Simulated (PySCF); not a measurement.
Compound: propynal, C3H2O.
Structure used (BHandHLYP/6-31+G*), in Å, numbered top down from 1:
```xyz
6
C3H2O angstrom
C      1.3827    0.0148    0.6661
C      0.3110   -0.0223    0.1309
C     -0.9966   -0.0116   -0.4867
O     -1.3951   -0.8735   -1.2216
H      2.3364    0.0331    1.1305
H     -1.6185    0.8538   -0.2375
```

Theory: PySCF, BHandHLYP/6-31+G* geometry optimisation, gas phase.

Masses are those of the commonest isotopes; rigid-rotor values at the optimised geometry. 

(1) What are A, B and C (MHz)?

(2) Classify the top.

(3) What does the inertial defect say?

(4) Where do the levels up to J = 2 lie, in MHz?

(5) Predict some low-J microwave lines.

(6) Estimate the classical rotational partition function at 25 K, 100 K and 298.15 K.

Answers

(1) Ia = 7.29, Ib = 103.91, Ic = 111.20 u·Å²; 505379 MHz·u·Å²/I gives A = 69365, B = 4864, C = 4545 MHz.

(2) A near-prolate asymmetric top. Ray's parameter κ = (2B − A − C)/(A − C) = -0.990; −1 is the prolate and +1 the oblate limit.

(3) Planar: Δ = Ic − Ia − Ib = 0.00 u·Å². For a rigid frame Δ = −2 Σ m c², so it vanishes when all atoms lie in the ab plane; here none is more than 0.01 Å from it.

(4) Above 0(0,0):
J = 1: 1(0,1) 9408, 1(1,1) 73910, 1(1,0) 74229
J = 2: 2(0,2) 28224, 2(1,2) 92408, 2(1,1) 93364, 2(2,1) 286869, 2(2,0) 286871
The levels of one J sum to (2J + 1)J(J + 1)(A + B + C)/3.

(5) The dipole components are |μa| = 2.77 D, |μb| = 1.60 D, |μc| = 0.00 D; the mirror of this Cs structure is the ab plane, so μc vanishes by symmetry and there are no c-type lines. Intensities carry the squares of the components, which stand as 1.00 : 0.34 (a : b). Some lines, for components of 0.1 D or more:

```tsv
type	branch	J(Ka,Kc)	MHz	lower level (cm⁻¹)
a	Q	2(1,1) ← 2(1,2)	956	3.082
a	R	1(0,1) ← 0(0,0)	9408	0.000
a	R	2(1,1) ← 1(1,0)	19136	2.476
a	R	3(1,2) ← 2(1,1)	28703	3.114
a	R	4(3,2) ← 3(3,1)	37636	21.295
a	R	4(1,3) ← 3(1,2)	38269	4.072
a	R	5(4,2) ← 4(4,1)	47045	37.648
b	Q	3(1,2) ← 3(0,3)	65622	1.883
b	Q	5(1,4) ← 5(0,5)	67084	4.706
b	R	3(1,3) ← 2(0,2)	91931	0.941
b	Q	5(2,3) ← 5(1,4)	191639	6.944
b	Q	3(2,1) ← 3(1,2)	193034	4.072
b	Q	3(2,2) ← 3(1,3)	194940	4.008
b	R	2(2,1) ← 1(1,0)	212641	2.476
b	R	3(2,2) ← 2(1,1)	221730	3.114
b	R	3(2,1) ← 2(1,2)	222692	3.082
b	R	4(2,3) ← 3(1,2)	230661	4.072
b	R	3(3,0) ← 2(2,1)	351531	9.569
b	R	5(3,3) ← 4(2,2)	370338	11.766
b	Q	4(4,1) ← 4(3,2)	452625	22.550
```

(6) Point group Cs, symmetry number σ = 1; q = (√π/σ)·√((kT/h)³/(ABC)), k/h = 20836.6 MHz/K: 538 at 25 K, 4310 at 100 K, 22200 at 298.15 K.

No frequency check. These are rigid-rotor constants of the computed structure; measured ground-state constants (B0) also hold zero-point vibration.

Hardware: an Arm Neoverse N1 with one thread, shared host. Cost: 15 s, 0.37 GiB resident at most. These figures are those of the optimisation.
